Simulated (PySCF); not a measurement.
**Magnetisability: `CC[PH+]1C=C1`, [C₄H₈P]+, charge +1**

Molfile (atoms numbered from 1):
```
C4H8P
     RDKit          3D

 13 13  0  0  0  0  0  0  0  0999 V2000
   -1.4834   -0.6265    0.2948 C   0  0  0  0  0  0  0  0  0  0  0  0
   -1.0296    0.5505   -0.5604 C   0  0  0  0  0  0  0  0  0  0  0  0
    0.7940    0.7521   -0.4897 P   0  0  0  0  0  0  0  0  0  0  0  0
    1.7383    0.1958    0.9176 C   0  0  0  0  0  0  0  0  0  0  0  0
    1.8723   -0.6210   -0.1229 C   0  0  0  0  0  0  0  0  0  0  0  0
   -2.5645   -0.7188    0.2272 H   0  0  0  0  0  0  0  0  0  0  0  0
   -1.2238   -0.4835    1.3419 H   0  0  0  0  0  0  0  0  0  0  0  0
   -1.0448   -1.5612   -0.0488 H   0  0  0  0  0  0  0  0  0  0  0  0
   -1.4821    1.4867   -0.2173 H   0  0  0  0  0  0  0  0  0  0  0  0
   -1.3089    0.4075   -1.6095 H   0  0  0  0  0  0  0  0  0  0  0  0
    1.3585    1.7796   -1.2200 H   0  0  0  0  0  0  0  0  0  0  0  0
    2.0296    0.3606    1.9345 H   0  0  0  0  0  0  0  0  0  0  0  0
    2.3399   -1.5213   -0.4649 H   0  0  0  0  0  0  0  0  0  0  0  0
  1  2  1  0
  2  3  1  0
  3  4  1  0
  4  5  2  0
  5  3  1  0
  1  6  1  0
  1  7  1  0
  1  8  1  0
  2  9  1  0
  2 10  1  0
  3 11  1  0
  4 12  1  0
  5 13  1  0
M  CHG  1   3   1
M  END
```

Level of theory: PySCF, GIAO KT2/pcseg-1 magnetisability, rotational g tensor and spin-rotation constants, non-relativistic, gas phase. Geometry: GFN2-xTB.

For an ion the centre-of-mass motion in the field is neglected.

(1) How diamagnetic is it, and how anisotropic?

(2) Split it along the inertial axes a, b, c into diamagnetic and paramagnetic parts about the centre of mass, with the quadrupole moment.

(3) And the rotational g tensor?

## Answers

(1) Isotropic -939 × 10⁻³⁰ J/T², or -56.5 × 10⁻⁶ cm³/mol; principal values -1196, -825, -795 × 10⁻³⁰ J/T², anisotropy 387 × 10⁻³⁰ J/T² (root of half the summed squared differences of the principal values). The susceptibility is in cgs units.

(2) 
| axis | χ (10⁻⁶ cm³/mol) | diamagnetic (10⁻⁶ cm³/mol) | paramagnetic (10⁻⁶ cm³/mol) | summed x² of all electrons (Å²) | quadrupole Θ (D Å) |
| --- | --- | --- | --- | --- | --- |
| a | -62.4 | -244.8 | 182.4 | 92.9 | +5.92 |
| b | -59.3 | -477.5 | 418.2 | 38.0 | -1.64 |
| c | -47.9 | -555.4 | 507.5 | 19.7 | -4.28 |

Anisotropies 2χaa − χbb − χcc = -17.7 and 2χbb − χaa − χcc = -8.2 × 10⁻⁶ cm³/mol. Θ is traceless in Buckingham's convention.

(3) 
```
axis  rotational constant (GHz)        g  nuclear part  electronic part
   a                     7.3047  +0.0292        0.6551          -0.6259
   b                     3.0307  +0.0139        0.6094          -0.5955
   c                     2.5403  -0.0001        0.6056          -0.6057
```
Asymmetric top; isotopes 12C, 1H, 31P; no vibrational averaging.
